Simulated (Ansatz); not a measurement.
```yaml
crystal:
  periodic: [false, false, false]
  atoms:
    - {symbol: Zn, position_ang: [-0.744815, 0.298921, -0.274058]}
    - {symbol: Si, position_ang: [1.594235, -0.622223, 0.612331]}
    - {symbol: H, position_ang: [2.881847, -1.305059, 0.441253]}
    - {symbol: H, position_ang: [1.404519, -0.200339, 2.013528]}
    - {symbol: H, position_ang: [-0.374681, -0.554897, -1.732309]}
basis:
  gaussian: {orbitals: def2-TZVP}
magnetization: {spin_polarized: true, initial_magnetization: 3}
hamiltonian: {xc: pbe0}
relax: {f_tol: 0.004, max_steps: 80}
```

```sh
$ ansatz run in.yaml --threads 1 --pin off --events-out ev --progress --plain --max-ram 2176MiB
```

Steps of the relaxation (energy above the last step; positions in Å, forces in eV/Å):

```
5
step 1, 342.3 meV
Zn   -0.745    0.299   -0.274    0.155   -0.240   -0.263
Si    1.594   -0.622    0.612   -0.486    0.153   -0.086
H     2.882   -1.305    0.441    0.289   -0.230   -0.300
H     1.405   -0.200    2.014   -0.085    0.156    0.249
H    -0.375   -0.555   -1.732    0.127    0.160    0.399
```

```
5
step 2, 247.9 meV
Zn   -0.738    0.281   -0.256    0.070   -0.127   -0.147
Si    1.533   -0.615    0.606   -0.285    0.070   -0.052
H     2.813   -1.317    0.322   -0.039   -0.017   -0.095
H     1.371   -0.163    2.013    0.132    0.011    0.106
H    -0.217   -0.570   -1.624    0.121    0.062    0.188
```

```
5
step 3, 159.9 meV
Zn   -0.754    0.250   -0.287   -0.114    0.023   -0.063
Si    1.417   -0.594    0.635    0.252   -0.066    0.138
H     2.678   -1.301    0.190   -0.391    0.182    0.050
H     1.457   -0.146    2.076    0.077   -0.111   -0.252
H    -0.037   -0.592   -1.553    0.176   -0.027    0.126
```

```
5
step 6, 3.0 meV
Zn   -0.877    0.239   -0.413    0.141   -0.087   -0.059
Si    1.259   -0.521    0.616   -0.039    0.056   -0.025
H     2.387   -1.258   -0.012   -0.018    0.004   -0.005
H     1.594   -0.205    2.049    0.016   -0.025    0.020
H     0.397   -0.639   -1.178   -0.100    0.052    0.069
```

```
5
step 10, 0.0 meV
Zn   -0.869    0.229   -0.429    0.001   -0.001    0.000
Si    1.260   -0.503    0.617   -0.001    0.002   -0.004
H     2.372   -1.256   -0.018    0.001   -0.001    0.001
H     1.603   -0.215    2.055    0.000    0.000    0.002
H     0.396   -0.638   -1.164   -0.001    0.001    0.001
```

Close pairs at the end: Si2–H3 1.486 Å, Si2–H4 1.506 Å, Zn1–H5 1.701 Å, Si2–H5 1.985 Å, Zn1–Si2 2.483 Å.

A stationary point of unrestricted PBE0 after 10 steps, with ⟨S²⟩ = 3.758 against 3.75 for a pure state; no frequencies were run, so it isn't proven a minimum. 68 s on 1 thread of Arm Neoverse V1, shared host.
